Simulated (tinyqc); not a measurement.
Worked calculation: MP2 on RHF in the sto-3g basis, for CH3-, spin multiplicity 1. The basis has no diffuse functions, so it cannot describe the extra electron: this is an exercise in the method, not the real anion. One step of it, computed by the program tinyqc.

Task: Second-order Moller-Plesset energy. E2 = sum_ijab (ia|jb) [2 (ia|jb) - (ib|ja)] / (e_i + e_j - e_a - e_b) over occupied i, j and virtual a, b; the opposite-spin part is (ia|jb)^2 / denominator, the rest is same-spin, and SCS-MP2 scales them by 6/5 and 1/3.

orbital energies (hartree): MO1 -10.353440, MO2 -0.429459, MO3 -0.110092, MO4 -0.109874, MO5 0.227655, MO6 1.170715, MO7 1.316007, MO8 1.316718

Two-electron integrals over orbitals (pq|rs), unique and non-zero (hartree):
```
(11|11) 3.499644    (21|11) -0.284436   (21|21) 0.036008    (22|11) 0.691169
(22|21) -0.008490   (22|22) 0.501531    (31|31) 0.006703    (32|31) 0.012295
(32|32) 0.128146    (33|11) 0.607450    (33|21) -0.003247   (33|22) 0.488555
(33|33) 0.541612    (41|11) -0.000008   (41|21) -5.39e-07   (41|22) -0.000005
(41|33) -0.003822   (41|41) 0.006701    (42|11) -0.000047   (42|21) -2.45e-06
(42|22) -0.000074   (42|33) -0.066965   (42|41) 0.012288    (42|42) 0.128048
(43|31) -0.003823   (43|32) -0.066961   (43|43) 0.053067    (44|11) 0.607361
(44|21) -0.003249   (44|22) 0.488450    (44|33) 0.435330    (44|41) 0.003827
(44|42) 0.067021    (44|44) 0.541639    (51|11) -0.013281   (51|21) 0.001368
(51|22) -0.001399   (51|33) -0.000549   (51|41) 1.03e-07    (51|42) 1.15e-07
(51|44) -0.000549   (51|51) 0.022054    (52|11) 0.004589    (52|21) -0.000648
(52|22) -0.003135   (52|33) -0.001256   (52|42) 3.15e-08    (52|44) -0.001256
(52|51) 0.023039    (52|52) 0.084784    (53|31) 0.000242    (53|32) -0.000347
(53|43) 0.000624    (53|53) 0.020055    (54|11) 2.27e-06    (54|21) -1.18e-07
(54|22) 6.66e-07    (54|33) 0.000624    (54|41) 0.000242    (54|42) -0.000346
(54|44) -0.000624   (54|51) 1.43e-06    (54|52) 2.04e-06    (54|54) 0.020048
(55|11) 0.851780    (55|21) -0.009454   (55|22) 0.532711    (55|33) 0.488626
(55|41) 3.73e-08    (55|42) -0.000027   (55|44) 0.488571    (55|51) 0.001799
(55|52) 0.008405    (55|54) 2.03e-06    (55|55) 0.673224    (61|11) -0.324546
(61|21) 0.041883    (61|22) -0.009115   (61|33) -0.003358   (61|41) 0.000013
(61|42) 0.000021    (61|44) -0.003345   (61|51) 0.000868    (61|52) -0.001416
(61|54) 3.38e-07    (61|55) -0.008331   (61|61) 0.048838    (62|11) 0.264716
(62|21) -0.009631   (62|22) 0.065694    (62|33) 0.037177    (62|41) 0.000009
(62|42) 0.000028    (62|44) 0.037173    (62|51) -0.001513   (62|52) -0.001811
(62|54) 1.71e-06    (62|55) 0.133339    (62|61) -0.010163   (62|62) 0.077667
(63|31) 0.003603    (63|32) -0.042145   (63|43) 0.041286    (63|53) 0.000923
(63|63) 0.060085    (64|11) 0.000286    (64|21) -0.000006   (64|22) 0.000113
(64|33) 0.041385    (64|41) 0.003603    (64|42) -0.042169   (64|44) -0.041298
(64|51) -2.63e-08   (64|52) 2.75e-06    (64|54) 0.000924    (64|55) 0.000151
(64|61) 6.32e-07    (64|62) 0.000101    (64|64) 0.060169    (65|11) -0.005591
(65|21) -0.000443   (65|22) -0.004988   (65|33) -0.002069   (65|41) 6.57e-07
(65|42) 4.04e-06    (65|44) -0.002065   (65|51) 0.024995    (65|52) 0.075819
(65|54) 0.000025    (65|55) 0.002292    (65|61) -0.001315   (65|62) -0.005258
(65|64) -1.87e-06   (65|65) 0.076101    (66|11) 0.709416    (66|21) -0.011859
(66|22) 0.487321    (66|33) 0.479165    (66|41) 0.000024    (66|42) 0.000165
(66|44) 0.479312    (66|51) -0.002830   (66|52) -0.006597   (66|54) -5.32e-07
(66|55) 0.521103    (66|61) -0.012326   (66|62) 0.052076    (66|64) 0.000015
(66|65) -0.008211   (66|66) 0.495348    (71|11) 0.000279    (71|21) -0.000039
(71|22) -1.21e-06   (71|33) -0.005751   (71|41) 0.013001    (71|42) 0.020854
(71|44) 0.005766    (71|51) -6.61e-07   (71|52) 1.17e-06    (71|54) 0.000493
(71|55) 0.000007    (71|61) -0.000019   (71|62) 0.000024    (71|64) 0.006822
(71|65) 2.36e-06    (71|66) 0.000053    (71|71) 0.025476    (72|11) -0.000257
(72|21) 0.000007    (72|22) -0.000056   (72|33) 0.020678    (72|41) 0.008768
(72|42) 0.009274    (72|44) -0.020735   (72|51) 1.24e-06    (72|52) 3.03e-07
(72|54) 0.001820    (72|55) -0.000124   (72|61) 0.000025    (72|62) -0.000046
(72|64) 0.043735    (72|65) 0.000006    (72|66) -0.000019   (72|71) 0.015916
(72|72) 0.052218    (73|31) 0.002833    (73|32) 0.051271    (73|43) -0.023146
(73|53) -0.000603   (73|63) -0.029680   (73|73) 0.036598    (74|11) 0.239905
(74|21) -0.005254   (74|22) 0.066357    (74|33) 0.065389    (74|41) -0.002837
(74|42) -0.051201   (74|44) 0.019130    (74|51) 0.000112    (74|52) 0.003274
(74|54) 0.000603    (74|55) 0.116727    (74|61) -0.005332   (74|62) 0.073171
(74|64) 0.029736    (74|65) -0.000340   (74|66) 0.046907    (74|71) -0.005372
(74|72) 0.003974    (74|74) 0.110102    (75|11) 4.77e-06    (75|21) 2.03e-07
(75|22) 2.24e-06    (75|33) -0.001923   (75|41) 0.000687    (75|42) 0.004405
(75|44) 0.001929    (75|51) -0.000022   (75|52) -0.000071   (75|54) 0.018444
(75|55) -2.58e-06   (75|61) 2.34e-06    (75|62) 0.000007    (75|64) -0.001031
(75|65) -0.000045   (75|66) 0.000014    (75|71) 0.001283    (75|72) 0.001593
(75|74) -0.001687   (75|75) 0.023885    (76|11) 0.000082    (76|21) -2.38e-06
(76|22) -0.000029   (76|33) -0.057998   (76|41) 0.013018    (76|42) 0.110721
(76|44) 0.058109    (76|51) 2.31e-06    (76|52) 0.000008    (76|54) -0.000457
(76|55) 0.000018    (76|61) 0.000023    (76|62) 0.000052    (76|64) -0.040457
(76|65) 0.000010    (76|66) 0.000191    (76|71) 0.023162    (76|72) 0.005705
(76|74) -0.050387   (76|75) 0.003929    (76|76) 0.110164    (77|11) 0.800155
(77|21) -0.010374   (77|22) 0.517574    (77|33) 0.474397    (77|41) -0.001274
(77|42) 0.022773    (77|44) 0.537755    (77|51) -0.000276   (77|52) 0.001528
(77|54) -0.000937   (77|55) 0.550239    (77|61) -0.010464   (77|62) 0.075119
(77|64) -0.034283   (77|65) -0.000971   (77|66) 0.514662    (77|71) -0.003215
(77|72) -0.029624   (77|74) 0.073617    (77|75) 0.000086    (77|76) 0.021228
(77|77) 0.594518    (81|31) 0.013006    (81|32) 0.020867    (81|43) -0.005756
(81|53) 0.000493    (81|63) 0.006825    (81|73) 0.005369    (81|81) 0.025491
(82|31) 0.008766    (82|32) 0.009234    (82|43) 0.020706    (82|53) 0.001821
(82|63) 0.043734    (82|73) -0.004123   (82|81) 0.015916    (82|82) 0.052208
(83|11) 0.239939    (83|21) -0.005257   (83|22) 0.066317    (83|33) 0.019176
(83|41) 0.002834    (83|42) 0.051195    (83|44) 0.065435    (83|51) 0.000112
(83|52) 0.003275    (83|54) -0.000601   (83|55) 0.116730    (83|61) -0.005324
(83|62) 0.073186    (83|64) -0.029588   (83|65) -0.000337   (83|66) 0.047069
(83|71) 0.005376    (83|72) -0.004147   (83|74) 0.041819    (83|75) 0.001688
(83|76) 0.050460    (83|77) 0.086109    (83|83) 0.110122    (84|31) 0.002835
(84|32) 0.051219    (84|43) -0.023102   (84|53) -0.000602   (84|63) -0.029622
(84|73) 0.031806    (84|81) 0.005374    (84|82) -0.004084   (84|84) 0.036530
(85|31) 0.000687    (85|32) 0.004408    (85|43) -0.001925   (85|53) 0.018446
(85|63) -0.001030   (85|73) 0.001689    (85|81) 0.001283    (85|82) 0.001592
(85|84) 0.001688    (85|85) 0.023886    (86|31) 0.013023    (86|32) 0.110738
(86|43) -0.057952   (86|53) -0.000456   (86|63) -0.040361   (86|73) 0.050472
(86|81) 0.023174    (86|82) 0.005716    (86|84) 0.050426    (86|85) 0.003930
(86|86) 0.110120    (87|31) 0.001241    (87|32) -0.023081   (87|43) 0.031821
(87|53) 0.000939    (87|63) 0.034478    (87|73) -0.006398   (87|81) 0.003166
(87|82) 0.029542    (87|84) -0.006364   (87|85) -0.000095   (87|86) -0.021409
(87|87) 0.034485    (88|11) 0.800294    (88|21) -0.010379   (88|22) 0.517629
(88|33) 0.537901    (88|41) 0.001253    (88|42) -0.022995   (88|44) 0.474266
(88|51) -0.000276   (88|52) 0.001529    (88|54) 0.000940    (88|55) 0.550285
(88|61) -0.010466   (88|62) 0.075153    (88|64) 0.034560    (88|65) -0.000970
(88|66) 0.514637    (88|71) 0.003196    (88|72) 0.029485    (88|74) 0.086179
(88|75) -0.000091   (88|76) -0.021337   (88|77) 0.525758    (88|83) 0.073540
(88|88) 0.594674
```

Hartree-Fock energy = -38.79184860 hartree

Give: Terms; Pair energies; MP2 correlation energy; SCS-MP2 correlation energy; MP2 total energy.

Result:

Terms (the 40 largest of 117):
```
i  j  a  b  (ia|jb)  (ib|ja)  denominator       term
4  4  7  7   0.1101   0.1101      -2.8518    -0.0043
3  3  8  8   0.1101   0.1101      -2.8536    -0.0042
5  5  6  6   0.0761   0.0761      -1.8861    -0.0031
3  2  8  6   0.0732   0.0437      -3.0270    -0.0025
2  3  6  8   0.0732   0.0437      -3.0270    -0.0025
4  2  7  6   0.0732   0.0437      -3.0261    -0.0025
2  4  6  7   0.0732   0.0437      -3.0261    -0.0025
2  2  6  6   0.0777   0.0777      -3.2003    -0.0019
4  4  6  6   0.0602   0.0602      -2.5612    -0.0014
3  3  6  6   0.0601   0.0601      -2.5616    -0.0014
2  2  7  7   0.0522   0.0522      -3.4909    -0.0008
2  2  8  8   0.0522   0.0522      -3.4924    -0.0008
4  3  7  8   0.0418   0.0318      -2.8527    -0.0008
3  4  8  7   0.0418   0.0318      -2.8527    -0.0008
3  3  7  7   0.0366   0.0366      -2.8522  -4.70e-04
4  4  8  8   0.0365   0.0365      -2.8532  -4.68e-04
4  4  7  6   0.0297   0.0297      -2.7065  -3.27e-04
4  4  6  7   0.0297   0.0297      -2.7065  -3.27e-04
3  3  6  7  -0.0297  -0.0297      -2.7069  -3.25e-04
3  3  7  6  -0.0297  -0.0297      -2.7069  -3.25e-04
3  4  6  8  -0.0296  -0.0296      -2.7074  -3.24e-04
4  3  8  6  -0.0296  -0.0296      -2.7074  -3.24e-04
3  4  8  6  -0.0296  -0.0296      -2.7074  -3.23e-04
4  3  6  8  -0.0296  -0.0296      -2.7074  -3.23e-04
5  5  7  7   0.0239   0.0239      -2.1767  -2.62e-04
5  5  8  8   0.0239   0.0239      -2.1781  -2.62e-04
3  4  7  8   0.0318   0.0418      -2.8527  -2.43e-04
4  3  8  7   0.0318   0.0418      -2.8527  -2.43e-04
2  4  7  6   0.0437   0.0732      -3.0261  -2.07e-04
4  2  6  7   0.0437   0.0732      -3.0261  -2.07e-04
2  3  8  6   0.0437   0.0732      -3.0270  -2.06e-04
3  2  6  8   0.0437   0.0732      -3.0270  -2.06e-04
1  1  6  6   0.0488   0.0488     -23.0483  -1.03e-04
1  1  8  8   0.0255   0.0255     -23.3403  -2.78e-05
1  1  7  7   0.0255   0.0255     -23.3389  -2.78e-05
1  2  7  7   0.0159   0.0159     -13.4149  -1.89e-05
2  1  7  7   0.0159   0.0159     -13.4149  -1.89e-05
1  2  8  8   0.0159   0.0159     -13.4163  -1.89e-05
2  1  8  8   0.0159   0.0159     -13.4163  -1.89e-05
5  2  6  6  -0.0053  -0.0053      -2.5432  -1.09e-05
```

Pair energies (hartree; pair i-j sums ij and ji):
```
pair  opposite spin  same spin
1-1       -1.59e-04          0
2-1       -9.13e-05          0
2-2         -0.0034          0
3-1       -2.04e-05  -2.28e-05
3-2         -0.0048    -0.0006
3-3         -0.0068          0
4-1       -2.04e-05  -2.28e-05
4-2         -0.0048    -0.0006
4-3         -0.0032  -7.03e-05
4-4         -0.0068          0
5-1       -7.94e-07          0
5-2       -2.53e-05          0
5-3       -5.53e-06  -4.06e-07
5-4       -5.52e-06  -4.03e-07
5-5         -0.0036          0
```

MP2 correlation energy = -0.035074 hartree

SCS-MP2 correlation energy = -0.040995 hartree

MP2 total energy = -38.826923 hartree
